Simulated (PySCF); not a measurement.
carbon monoxide: calculation against experiment

**Experimental background.**

NIST CCCBDB Release 22 (SRD 101), experimental polarizabilities lists, for the gas: mean polarisability 1.953 Å³.

The runs below try to reproduce these values; the comparison stands at the end.

Species: carbon monoxide, CO.
Atom-mapped SMILES: `[C-:1]#[O+:2]`

Structure used (GFN2-xTB), in Å, numbered top down from 1:
```
atom  x, y, z in Å
C1     0.5650   -0.0030   -0.0027
O2    -0.5623    0.0043   -0.0115
```

Runs made with PySCF (gas phase, on this GFN2-xTB geometry; no spin–orbit coupling):

```json
{"level": "B3LYP/def2-SVPD", "job": "8 singlets by full TDDFT, 3 Tamm–Dancoff triplets, polarisability", "basis functions": "43", "wall time": "0.6 s"}
```

Hardware: one thread of an Arm Neoverse V2, no GPU, shared host.

Results beside the measurements:

**Mean polarisability.** Measured: 1.953 Å³ (NIST CCCBDB Release 22 (SRD 101), experimental polarizabilities).

```json
{"level": "B3LYP/def2-SVPD", "computed (Å³)": "1.927", "computed − measured (Å³)": "-0.026", "% (from the printed values)": "-1"}
```

The computed values are static and purely electronic, with core orbitals frozen in the response (1 au = 0.148185 Å³). The table of measured values doesn't say here whether a value is static or optical, or holds a vibrational part.

The geometry is computed, not the measured one. Where a level misses, the cause wasn't examined.
